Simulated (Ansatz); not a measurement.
**Worked example: correlation energy of [OH···H···CH₃], doublet**

Geometry: a point of a hydrogen-transfer path between rigid fragments, not a stationary point.

```json
{"atom": "O", "x (Å)": "-1.0672", "y (Å)": "-0.0283", "z (Å)": "0.0000"}
{"atom": "H", "x (Å)": "-1.3165", "y (Å)": "0.8983", "z (Å)": "0.0000"}
{"atom": "H", "x (Å)": "-0.0722", "y (Å)": "-0.0283", "z (Å)": "0.0000"}
{"atom": "C", "x (Å)": "1.2288", "y (Å)": "-0.0283", "z (Å)": "0.0000"}
{"atom": "H", "x (Å)": "1.2288", "y (Å)": "-1.1083", "z (Å)": "0.0000"}
{"atom": "H", "x (Å)": "1.2288", "y (Å)": "0.5118", "z (Å)": "0.9353"}
{"atom": "H", "x (Å)": "1.2288", "y (Å)": "0.5118", "z (Å)": "-0.9353"}
```

Basis cc-pVDZ; Ansatz 0.2.0. Only valence electrons are correlated (noble-gas cores frozen), which leaves 15 electrons in 51 orbitals. R marks a restricted (for open shells ROHF) determinant, U an unrestricted one.

Full CI isn't at hand for all of this; UCCSDT(Q) serves as the reference, and is uncertain by about the last step of the cluster series.

Runs differ by some tens of microhartree through their thresholds and, for an open shell, their frozen cores, so steps under 0.03 kcal/mol mean nothing.

```json
{"level": "UHF", "total energy (hartree)": "-115.537393"}
{"level": "UMP2", "total energy (hartree)": "-115.881120"}
{"level": "UCCSD", "total energy (hartree)": "-115.911579"}
{"level": "UCCSD(T)", "total energy (hartree)": "-115.919106"}
{"level": "UCCSDT", "total energy (hartree)": "-115.919762"}
{"level": "UCCSDT(Q)", "total energy (hartree)": "-115.920461"}
```

Problem. What is the correlation energy at UCCSDT(Q), and what share of it do UMP2 and UCCSD recover?

Solution. E(corr) = -115.920461 − (-115.537393) = -0.383068 hartree = -10.424 eV. UMP2: -0.343727 / -0.383068 = 89.73 %. UCCSD: -0.374186 / -0.383068 = 97.68 %.

Problem. By how many kcal/mol does UCCSD(T) miss UCCSDT(Q) (1 hartree = 627.509 kcal/mol), and which steps make up the rest?

Solution. -115.919106 − (-115.920461) = 0.001355 hartree = 0.85 kcal/mol. Steps: UCCSDT − UCCSD(T) = -0.41, UCCSDT(Q) − UCCSDT = -0.44 kcal/mol. Differences between like states or geometries often cancel part of this.
